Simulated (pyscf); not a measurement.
H₃C–CH₂–SiH₃ + CH₃• → H₃C–CH₂–SiH₂• + CH₄, a hydrogen abstraction (doublet surface; H–Si broken, C–H formed). Structures and frequencies: ωB97X-D3(BJ)/def2-SVP in PySCF. Energies in kJ/mol from the separated reactants.

Small-basis levels: PySCF, no dispersion term, spherical d functions. Open shells are spin-unrestricted. 

Question: In single points HF/3-21G puts the saddle at 63.6 kJ/mol and the reaction energy at -68.6 kJ/mol. Should these be trusted to within a few kcal/mol? Compare with ωB97M-D3(BJ)/def2-TZVP.

Answer: ωB97M-D3(BJ)/def2-TZVP gives ΔE‡ = 35.1 kJ/mol and ΔE = -62.1 kJ/mol. HF/3-21G lies 28.5 kJ/mol over it in the barrier and 6.4 kJ/mol under it in the reaction energy, so on this step it does not hold to within 12.6 kJ/mol. ωB97M-D3(BJ)/def2-TZVP has limits of its own. H₃C–CH₂–SiH₃ lies 53.6 kJ/mol over its isomer H₃C–SiH₂–CH₃ (electronic energy, ωB97M-D3(BJ)). H₃C–CH₂–SiH₂• lies 48.9 kJ/mol over its isomer H₃C–SiH•–CH₃ (electronic energy, ωB97M-D3(BJ)). This is the saddle that the search found; another between the same sides may lie lower. The angle at the transferred H is 174°.
